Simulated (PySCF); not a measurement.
Saddle point of CH$_{8}$AlN, singlet (CH₅N ([CH3][NH2]) + AlH₃ → CH₆AlN ([CH3][NH][AlH2]) + H₂; bonds formed: H2–H5; dative contacts that become bonds: Al1–N6; bonds broken: Al1–H2, H5–N6), PBE0-D4/def2-TZVP structure:

Al1  (-0.066, -1.186, 0.958)
H2  (1.682, -1.024, 0.446)
H3  (-0.729, -2.263, 0.002)
H4  (-0.050, -1.255, 2.542)
H5  (1.232, -0.162, 0.291)
N6  (0.001, 0.575, 0.269)
C7  (-0.424, 0.928, -1.074)
H8  (-0.047, 1.357, 0.908)
H9  (0.085, 1.825, -1.440)
H10  (-1.504, 1.095, -1.145)
H11  (-0.179, 0.110, -1.758)
(Å)

Energies are electronic, without zero-point energy. Barriers and step energies count from the start structure reached by relaxing down the imaginary mode; all methods use the PBE0-D4 structures, on which another method's saddle can fall below an end. Computed with PySCF 2.14 with density fitting (its default auxiliary sets; JK sets also for MP2 and CCSD(T)) (basis: def2-TZVPP, with def2-QZVPP for the basis limit); correlated methods freeze the cores. B3LYP uses VWN-RPA correlation. Extrapolation: Hartree–Fock as exp(−7.88 √X), correlation as X^−2.97.

```json
{"method": "SPW92", "barrier (kJ/mol)": "?", "step energy (kJ/mol)": "65.8"}
{"method": "PBE-D4", "barrier (kJ/mol)": "116.3", "step energy (kJ/mol)": "50.5"}
{"method": "r2SCAN-D4", "barrier (kJ/mol)": "124.4", "step energy (kJ/mol)": "54.7"}
{"method": "PBE0-D4", "barrier (kJ/mol)": "?", "step energy (kJ/mol)": "60.3"}
{"method": "B3LYP-D4", "barrier (kJ/mol)": "134.1", "step energy (kJ/mol)": "49.5"}
{"method": "BHLYP-D4", "barrier (kJ/mol)": "152.9", "step energy (kJ/mol)": "59.8"}
{"method": "wB97M-V", "barrier (kJ/mol)": "142.9", "step energy (kJ/mol)": "54.7"}
{"method": "HF", "barrier (kJ/mol)": "?", "step energy (kJ/mol)": "65.1"}
{"method": "MP2", "barrier (kJ/mol)": "138.7", "step energy (kJ/mol)": "49.6"}
{"method": "CCSD", "barrier (kJ/mol)": "153.8", "step energy (kJ/mol)": "58.8"}
{"method": "CCSD(T)", "barrier (kJ/mol)": "146.9", "step energy (kJ/mol)": "56.5"}
```

**Question.** Fill in the withheld barriers. (An estimate is asked for; the value comes from the calculation.)

**Answer.** Computed: HF 188.6; PBE0-D4 131.9; SPW92 104.9 kJ/mol. Each is the energy of the saddle less that of the start structure, by the same method.

For comparison, the barrier by CCSD(T) at an estimated basis limit (MP2 extrapolated from triple and quadruple zeta, plus CCSD(T) − MP2 in triple zeta) is 142.3 kJ/mol.

No T1 diagnostic of these runs exceeds 0.013.

The step is the kind of exchange with an N–H group that builds nitride films in atomic layer and chemical vapour deposition.

Labels in which every atom is bracketed show which atoms are joined, not bond orders.

For scale, one of the runs: CCSD(T)/def2-TZVPP, 216 basis functions, launched by `OMP_NUM_THREADS=4 python run.py`. Time: 9.4 min of wall clock on 4 CPU threads of an Arm Neoverse V1; the host was shared. Peak host memory: 2.8 GiB.
